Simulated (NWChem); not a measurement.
**How basis sets differ on LiH (SMILES [LiH])**

The species is LiH (2 atoms), meant as a singlet with charge 0. As SMILES, `[LiH]`. The bond length is the measured one.

```xyz
2

Li    0.0000    0.0000    0.0000
H     0.0000    0.0000    1.5957
```

Each level gives the vertical ionisation energy (to the doublet cation) (eV). The values are calculated.

```
           level                    kind  program  value (eV)
wB97X/def2-QZVPD  range-separated hybrid   NWChem        8.11
  wB97X/def2-SVP  range-separated hybrid   NWChem        8.05
wB97X/def2-TZVPD  range-separated hybrid   NWChem        8.11
 wB97X/def2-SVPD  range-separated hybrid   NWChem        8.04
 wB97X/def2-TZVP  range-separated hybrid   NWChem        8.12
```

The values span 8.04 to 8.12 eV.
